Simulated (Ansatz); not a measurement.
# AlHO (triplet): from Hartree-Fock to the top rungs, def2-QZVPP

One table from this session's results is given with a row withheld; the runs are named, their logs left out.

Program: Ansatz 0.2.0, Gaussian basis. Level of theory: def2-QZVPP, core rule «outside noble gas», up to 6 orbitals frozen. These are calculated values, not measurements.

The runs, in order: UHF; ROHF; CCSD(T) on UHF.

2 further runs of the same task are left out: 2 set aside as unsound or not needed.

### The system

The geometry is a PBE0/def2-TZVP stationary point (not a proven minimum) of the parent state, kept for this charge and spin.

3 atoms, charge 0, spin multiplicity 3.

Atoms are counted from 1 here; the program's logs count them from 0.

Bond lengths: Al1–O2 1.594 Å, Al1–H3 1.568 Å. Angles: O2–Al1–H3 180.0°.

As a file:

```xyz
3
AlHO
Al    0.0000    0.0000    0.0085
O     0.0000    0.0000   -1.5853
H     0.0000    0.0000    1.5768
```

The first run:

in.yaml

```yaml
crystal:
  periodic: [false, false, false]
  atoms:
    - {symbol: Al, position_ang: [0.000000, 0.000000, 0.008471]}
    - {symbol: O, position_ang: [0.000000, 0.000000, -1.585277]}
    - {symbol: H, position_ang: [0.000000, 0.000000, 1.576806]}
basis:
  gaussian: {orbitals: "def2-QZVPP.json"}
magnetization: {spin_polarized: true, initial_magnetization: 2}
hamiltonian: {xc: hf}
output: {orbitals: {seedname: orbitals}}
```

Run with:

```
$ ansatz run in.yaml --threads 1 --pin off --events-out ev --progress --plain --max-ram 2393MiB
```

Steps of the session up to this table: UHF; ROHF; CCSD(T) on UHF.

One table of the session follows, with a row left open; its other results are not shown here.

| method | from UCCSD(T) (meV) |
| --- | --- |
| ROHF | +8338.8 |
| UHF | ? |
| UMP2 | +822.1 |
| UCCSD | +271.9 |
| UCCSD(T) | 0 |

Estimate the missing values for UHF.

As computed: from UCCSD(T) (meV): +8161.0. In the column «from UCCSD(T) (meV)» it lies between UMP2 (+822.1) and ROHF (+8338.8).

Limits of these values: Warnings: coupled cluster took another determinant than the lowest.
